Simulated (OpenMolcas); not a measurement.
BH2Cl: a line through the functionals

BH2Cl: 4 atoms, total charge 0, spin state singlet. As SMILES, `BCl`. Geometry: relaxed at PBE0-D4/def2-TZVP.

The HOMO–LUMO gap y, in eV, basis def2-TZVP; a is the functional's share of exact exchange. Programs: OpenMolcas 26.06.

| functional | program | a | y (eV) |
| --- | --- | --- | --- |
| revPBE | OpenMolcas | 0 | 4.51 |
| PBE | OpenMolcas | 0 | 4.43 |
| B3LYP | OpenMolcas | 0.2 | ? |
| PBE0 | OpenMolcas | 0.25 | 6.83 |
| BHLYP | OpenMolcas | 0.5 | 9.19 |

Task: Fit y = c + s·a to the known rows and predict B3LYP.

Result: 
1. Means of the 4 rows: a = 0.1875, y = 6.240.
2. Σ(Δa)² = 0.17188, Σ(Δa·Δy) = 1.6225, so the slope is 1.6225/0.17188 = 9.4397.
3. Intercept: 6.240 − (9.4397) × 0.1875 = 4.470. The largest residual of the fit is 0.040.
4. B3LYP: 4.470 + (9.4397) × 0.2 = 6.36 eV.

The run gave 6.38 eV, so the prediction is off by -0.02 eV, within the scatter of the fit. Exact exchange lowers occupied levels and raises empty ones. The rows mix families of semi-local functionals, which the line can't see.
